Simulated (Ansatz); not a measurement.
# Body-centred tetragonal In

The numbers are results of revPBE in Ansatz (PAW), not measurements.

Settings: plane-wave cutoff 520 eV, 24×24×24 k mesh, Fermi–Dirac smearing 0.05 eV, scalar-relativistic PAW data made under PBE.

Cell (relaxed at this level):

```yaml
crystal:
  lattice:
    - [-1.67075, 1.67075, 2.54165]
    - [1.67075, -1.67075, 2.54165]
    - [1.67075, 1.67075, -2.54165]
  atoms:
    - { symbol: In, position: [0.00000, 0.00000, 0.00000] }
```

| Property | Result |
|---|---|
| bulk modulus | 31.5 GPa |
| band gap | zero (no gap) |
| pressure derivative B′ of the bulk modulus | 5.4 |

Measured, for comparison: bulk modulus 44.7 GPa (copied from a table, unchecked, extrapolated to 0 K and zero-point effects removed; as tabulated in Lejaeghere et al. (2013), arXiv:1204.2733). Computed (rounded) less measured: bulk modulus not scored (unchecked).

Note: the bulk modulus comes from volumes at which shape and atoms were relaxed.

Spin–orbit coupling is not included.

Computed values are for the static lattice.

Ansatz is an electronic-structure program.
